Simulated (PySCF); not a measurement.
## Dipole moment and polarisability of `N[SiH2][SiH3]`

Species: H7NSi2.
Numbering: `[NH2:1][SiH2:2][SiH3:3]` (hydrogens: H4, H5 on N1; H6, H7 on Si2; H8, H9, H10 on Si3)

Structure used (PBE0-D3(BJ)/def2-SVP), in Å, numbered top down from 1:
```xyz
10
H7NSi2 angstrom
N      1.652    0.687    0.326
Si     0.590   -0.652    0.017
Si    -1.585    0.056    0.532
H      2.654    0.535    0.353
H      1.441    1.594   -0.076
H      0.589   -1.197   -1.386
H      1.012   -1.777    0.908
H     -2.602   -0.957    0.109
H     -1.874    1.335   -0.193
H     -1.735    0.309    1.999
```

Level: B3LYP/def2-SVPD (PySCF), static field, nuclei fixed, core orbitals frozen in the response. The polarisability tensor in these axes (au):

```
x   79.52 -2.53 -2.94
y   -2.53 65.88  2.10
z   -2.94  2.10 62.78
```

Q: Give the principal values, the mean and the anisotropy Δα = √{½[(α1 − α2)² + (α2 − α3)² + (α1 − α3)²]}.

A: Principal values 61.58, 66.02 and 80.57 au; mean 69.39 au = 10.28 Å³ = 11.44 × 10⁻⁴⁰ C²·m²/J; Δα = 17.21 au (25 % of the mean).

Q: What is the dipole moment, and where does it point?

A: (1.09, 0.62, -0.54) D, 1.36 D in size, pointing from the negative to the positive side. Measured along this direction, the outermost atoms are H8 at the negative end and H4 at the positive end.

Q: Molar refractivity from α?

A: Lorentz–Lorenz: R = (4π/3)N_A α = 2.5225 cm³/(mol·Å³) × 10.28 Å³ = 25.9 cm³/mol, in the limit of long wavelengths.

Q: Rayleigh depolarisation ratio (linearly polarised light, static tensor)?

A: ρ = 3Δα²/(45ᾱ² + 4Δα²) = 888.2/(216689 + 1184.2) = 0.00408.

Q: What would n − 1 = 2πNα be for an ideal gas of these molecules at 298.15 K and 1 atm, electronic part alone?

A: N = p/kT = 2.4615 × 10¹⁹ cm⁻³, so n − 1 = 2π × N × 10.28 × 10⁻²⁴ cm³ = 1590 × 10⁻⁶ at long wavelengths, for an ideal gas.

Q: Orientational against electronic polarisability at 400 K (dilute gas, rigid molecules)?

A: In Gaussian units μ²/3kT = 11.21 Å³ against 10.28 Å³, a ratio of 1.09; the Debye molar polarisation (4π/3)N_A(α + μ²/3kT) is 54.2 cm³/mol, leaving out the vibrational part.

Geometry: PBE0-D3(BJ)/def2-SVP, one conformer, isolated molecule.
